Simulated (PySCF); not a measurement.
## Bond curve of BP

Set-up: PySCF, no relativity, basis sets B 6-31G(d,p), P 6-31G(d,p). Energies in eV from B + P in their ground configurations at the same level. State: ³Π (triplet), unpaired electrons σ ↑, π ↑.

All columns are PBE0. A positive dipole means B(−)P(+).

```
R (Å)  E (eV)  μ (D)  Mulliken charge on B (basis-dependent)  HOMO (eV)  LUMO (eV)  Mayer bond order  ⟨S²⟩
1.506  -2.287  -0.24                                    0.01      -7.46      -4.95              2.36  2.01
1.576  -2.980  -0.33                                    0.01      -7.27      -4.79              2.32  2.01
1.646  -3.365  -0.42                                    0.01      -7.09      -4.65              2.29  2.01
1.698  -3.500  -0.49                                    0.01      -6.97      -4.55              2.26  2.01
1.751  -3.535  -0.56                                    0.01      -6.86      -4.46              2.23  2.01
1.804  -3.493  -0.62                                    0.02      -6.75      -4.37              2.20  2.01
1.874  -3.347  -0.71                                    0.02      -6.62      -4.26              2.14  2.01
1.961  -3.070  -0.81                                    0.03      -6.46      -4.13              2.06  2.01
2.066  -2.665  -0.92                                    0.05      -6.28      -3.98              1.94  2.01
2.206  -2.095  -1.07                                    0.08      -6.02      -3.94              1.74  2.02
```

A fit through these points gives, at Re = 1.746 Å, μ = -0.55 D and dμ/dR = -1.26 D/Å; the reduced mass is 8.122 u.

**Question.** How strong is the fundamental in the double-harmonic approximation, I = 42.26·(dμ/dR)²/μred km/mol?

**Answer.** I = 42.26·(-1.26)²/8.122 = 8.26 km/mol at PBE0.

The state was picked by a PBE0 search and need not be the measured ground state.
